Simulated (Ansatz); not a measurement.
## doublet AlO2: levels of theory in one basis

```xyz
3

O     0.0000    0.0000   -1.7220
Al    0.0000    0.0000    0.0000
O     0.0000    0.0000    1.7220
```

Basis set: def2-SVP (spherical functions). Correlated methods keep 7 orbitals frozen. Correlation on ROHF uses semicanonical orbitals with singles. Charge 0, multiplicity 2.

Computed with Ansatz (development build ahead of 0.2.0); each method stands on the lowest determinant of its kind that the runs found.

```tsv
method	E − E(ROHF) (eV)	<S²> of the determinant
ROHF	0.00	0.75
UHF	-0.24	1.35
ROHF-MP2	-11.16	–
UHF-MP2	-9.87	1.35
ROHF-CCSD(T)	-11.78	–
UHF-CCSD(T)	-11.79	1.35
```

Caution: the determinant may break the point group. Caution for UHF, UHF-MP2, UHF-CCSD(T): the unrestricted determinant is spin contaminated. Caution for ROHF-CCSD(T), UHF-CCSD(T): another reference gives a lower total.
